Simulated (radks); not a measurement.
# Valence configurations of Cl²⁺

One table from this session's results is given with a row withheld; the runs are named, their logs left out.

The numbers are computed with radks (a radial shooting solver on a logarithmic mesh, Libxc functionals) version 1 (non-relativistic Kohn-Sham, PBEsol, spin-polarised, spherical densities, point nucleus; open shells are filled with parallel spins first), except any that are marked as measured or tabulated.

## The atom as given

* element: chlorine (Z = 17)
* charge: +2
* electrons: 15
* configuration: [Ne] 3s2 3p3
* others tried: 3s1 3p4; 3p5; 3s1.5 3p3.5; 3s0.5 3p4.5

The outer shells:

Cl²⁺
```
[Ne] core
3s [↑↓]
3p [↑ ][↑ ][↑ ]
```

Set-up of the first run:

The run's settings:

```text
Z 17
configuration [Ne] 3s2 3p3
relativity non-relativistic
functional pbe_sol,pbe_sol
spin polarised
nucleus point
```

Steps of the session up to this table: [Ne] 3s2 3p3.

One table of the session follows, with a row left open; its other results are not shown here.

It belongs to the step «[Ne] 3s2 3p3». Sizes of the orbitals, from the radial functions (bohr):

| level | <r> | outermost maximum (interpolated) | 90 % within | nodes |
| --- | --- | --- | --- | --- |
| 2s up | 0.4467 | 0.364 | 0.699 | 1 |
| 2s down | 0.4463 | 0.364 | 0.697 | 1 |
| 2p up | 0.4074 | 0.302 | 0.677 | 0 |
| 2p down | 0.4071 | 0.302 | 0.675 | 0 |
| 3s up | 1.442 | 1.25 | 2.15 | 2 |
| 3s down | ? | ? | ? | ? |
| 3p up | 1.588 | 1.35 | 2.42 | 1 |
| 3p down | 1.624 | 1.35 | 2.50 | 1 |

Q: Estimate the row for 3s down from the others.

The run gave: <r>: 1.455; outermost maximum (interpolated): 1.25; 90 % within: 2.18; nodes: 2. In the column «<r>» it lies between 3s up (1.442) and 3p up (1.588).
